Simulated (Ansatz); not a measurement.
Basis-set series for AlClHS, SMILES `[SH][Al][Cl]` radical. The species carries charge 0 and has multiplicity 2. The geometry is a stationary point of PBE0-D4/def2-TZVP. It is one conformer, not always the lowest.

```xyz
4

S     1.055    0.002    0.785
Al   -0.772    0.193   -0.414
Cl   -1.061   -1.301   -1.871
H     0.779    1.107    1.500
```

```tsv
functional	basis	functions	energy (Eh)	HOMO (eV)	LUMO (eV)
PBE0-D4	def2-SVP	59	-1100.75081	-6.29	-3.08
PBE0-D4	def2-TZVPP	140	-1101.13531	-6.35	-3.09
ωB97M-V	def2-SVP	59	-1101.09073	-7.90	-1.64
ωB97M-V	def2-TZVPP	140	-1101.47170	-7.98	-1.65
```

Problem. Give the rows for def2-QZVPP. (Best estimate.)

Solution. The calculation gave: 
```csv
functional,basis,functions,energy (Eh),HOMO (eV),LUMO (eV)
PBE0-D4,def2-QZVPP,240,-1101.16830,-6.38,-3.12
ωB97M-V,def2-QZVPP,240,-1101.50374,-8.04,-1.74
```

HOMO and LUMO are taken over both spins.

Results of the Gaussian-basis code of Ansatz.
